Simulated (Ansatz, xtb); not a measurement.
**C4H4Cl2: 11 structures ranked**

11 gas-phase structures of C4H4Cl2, from a drawn sample of its isomers (lower ones may exist). Each was relaxed with GFN2-xTB; where two conformers were screened, the lower at r2SCAN-D4/def2-SVP is listed:

A. `C#C[C@H](Cl)CCl`, a singlet
B. `C=C1CC1(Cl)Cl`, a singlet
C. `C#CCC(Cl)Cl`, a singlet
D. `C=C1[C@@H](Cl)[C@H]1Cl`, a singlet
E. `ClCC#CCCl`, a singlet
F. `ClC1=C[C@H](Cl)C1`, a singlet
G. `Cl/C=C1/C[C@@H]1Cl`, a singlet
H. `Cl/C=C1\C[C@@H]1Cl`, a singlet
I. `Cl[C@]12C[C@]1(Cl)C2`, a singlet
J. `ClCC1=C[C@@H]1Cl`, a singlet
K. `CC1=CC1(Cl)Cl`, a singlet

Q: Which do you expect lowest at r2SCAN-D4/def2-SVP, and how would the others follow?

A: Calculated order at r2SCAN-D4/def2-SVP: F (0.0), H (11.9), G (12.3), K (16.1), B (16.1), E (16.6), D (16.7), C (16.8), A (17.7), J (21.4), I (21.6) kcal/mol. Less than 1 kcal/mol parts H and G; K and B; B and E; E and D; D and C; C and A; J and I, so the order within those pairs means little.

Energies above the lowest of each column, in kcal/mol; the last columns are at B3LYP-D3(BJ)/def2-SVP geometries and were run for some of them only (a dash: not run or not comparable):

```
structure  GFN2-xTB  HF/STO-3G  r2SCAN-D4/def2-SVP  B3LYP-D3(BJ)/def2-SVP  CCSD(T)/def2-SVP + ΔMP2/def2-TZVPP
        F       0.0        0.0                 0.0                    0.0                                 0.0
        H       9.7       21.7                11.9                   12.4                                14.9
        G       9.9       22.1                12.3                   12.7                                15.1
        K      21.5       27.1                16.1                   17.0                                   –
        B      12.5       26.6                16.1                   16.1                                   –
        E      13.1       14.1                16.6                   12.8                                   –
        D      15.6       26.0                16.7                      –                                   –
        C      17.4       20.8                16.8                      –                                   –
        A      17.8       19.2                17.7                      –                                   –
        J      28.1       31.7                21.4                      –                                   –
        I      19.4       31.0                21.6                      –                                   –
```

Every level run on F puts it lowest or level with the lowest. Flexible structures stand in one conformer each, not always the lowest. Frequencies (GFN2-xTB) were run for F, G, H alone. ΔMP2 is the change of the MP2 energy from the smaller to the larger basis.

Over these structures GFN2-xTB departs from r2SCAN-D4/def2-SVP by 2.5 kcal/mol on average once a common shift is removed. A GFN2-xTB relaxation took about 0.1 s and the r2SCAN-D4/def2-SVP energy about 1.8 s on a shared host (Ansatz 0.2.0, xtb 6.7.1).
